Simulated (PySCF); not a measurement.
methoxyethane (C₃H₈O), SMILES CCOC. Coordinates come from a PBE-D3(BJ)/def2-SVP optimisation. Other conformers were not sampled.

Computed equilibrium geometry at PBE-D3(BJ)/def2-SVP (PySCF confirms it by a frequency run) as Cartesian coordinates in Å (one conformer of several):
```xyz
12

C      1.4765     0.5838     0.3948
C      0.6584    -0.5921    -0.1375
O     -0.5838    -0.2240    -0.7098
C     -1.5635     0.1469     0.2284
H      2.4710     0.2365     0.7416
H      1.6306     1.3399    -0.4013
H      0.9836     1.0839     1.2530
H      1.2197    -1.1012    -0.9492
H      0.5019    -1.3477     0.6746
H     -1.3140     1.0832     0.7840
H     -1.7441    -0.6562     0.9866
H     -2.5069     0.3215    -0.3257
```
